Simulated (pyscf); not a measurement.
Single points on ωB97X-D3(BJ)/def2-SVP structures (PySCF, gas phase).

Task: Estimate by transition-state theory (the high-pressure limit) the rate constant of H₃C–In(OH)–OH (SMILES [CH3][In]([OH])[OH]) → H₃C–OH (SMILES CO) + HO–In (SMILES [OH][In]) [singlet] (singlet surface; C–In, In–O broken, C–O formed) at 900 K, with ωB97M-D3(BJ)/def2-TZVP energies (ideal gas, 1 atm, RRHO with modes under 100 cm⁻¹ raised to 100, one conformer, R ln 2 for rigid chiral ones; no tunnelling).

Result: The electronic barrier is 68.8 kcal/mol and the thermal terms add +2.1, so ΔG‡ = 70.8 kcal/mol. With k_BT/h = 1.88e+13 s⁻¹ and RT = 1.788 kcal/mol, k = 1.2e-04 s⁻¹, a half-life of 5.9e+03 s through this channel alone. Wigner's tunnelling factor for 558i cm⁻¹ would be 1.03. A shift of 1 kcal/mol in the barrier changes k by a factor 1.7. On the product side the descent ends in a bound adduct, 14.9 kcal/mol under the separated species and 72.7 kcal/mol under the saddle at ωB97X-D3(BJ)/def2-TZVP. At ωB97X-D3(BJ) the barrier from the zero used here is 73.3 kcal/mol. One saddle was located; it need not be the lowest between these sides. One closed-shell reference is unstable to symmetry breaking; treat the single-reference values with care. Elements past Kr carry the def2 core potentials, without spin-orbit coupling.
